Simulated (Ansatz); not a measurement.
# H3Ge–BH2⁺, doublet in cc-pVTZ: errors against UCCSDT(Q)

Geometry: that of the H3Ge–BH2, triplet, kept fixed.

```xyz
7

Ge   -0.0092    0.0000    0.3056
B     0.1338    0.0000   -1.8952
H     0.7100   -1.2821    0.7492
H     0.7100    1.2821    0.7492
H    -1.4876    0.0000    0.7272
H    -0.3540   -1.0970   -1.9610
H    -0.3540    1.0970   -1.9610
```

Basis cc-pVTZ; Ansatz 0.2.0. Only valence electrons are correlated (noble-gas cores and the filled d shells of p-block atoms frozen), which leaves 11 electrons in 128 orbitals. R marks a restricted (for open shells ROHF) determinant, U an unrestricted one. No spin–orbit coupling is included, and no scalar relativity.

Full CI isn't at hand for all of this; UCCSDT(Q) serves as the reference, and is uncertain by about the last step of the cluster series.

The UHF ⟨S²⟩ is 0.761, the T1 diagnostic (RCCSD) is 0.0220 and the largest doubles amplitude (RCCSD) is 0.034. The T1 diagnostic (UCCSD) is 0.0165.

From what is known of these methods and the diagnostics, rank them by the size of their error in total energy against UCCSDT(Q) in cc-pVTZ, smallest first (an estimate: the text doesn't fix the numbers).
A. UCCSD(T)
B. UCCSDT
C. UHF
D. UCCSD
E. UMP2

B (5 meV), A (40 meV), D (209 meV), E (1350 meV), C (6729 meV).

All errors are against UCCSDT(Q) in cc-pVTZ. Within each family the higher level lies nearer, as is usual though not guaranteed.
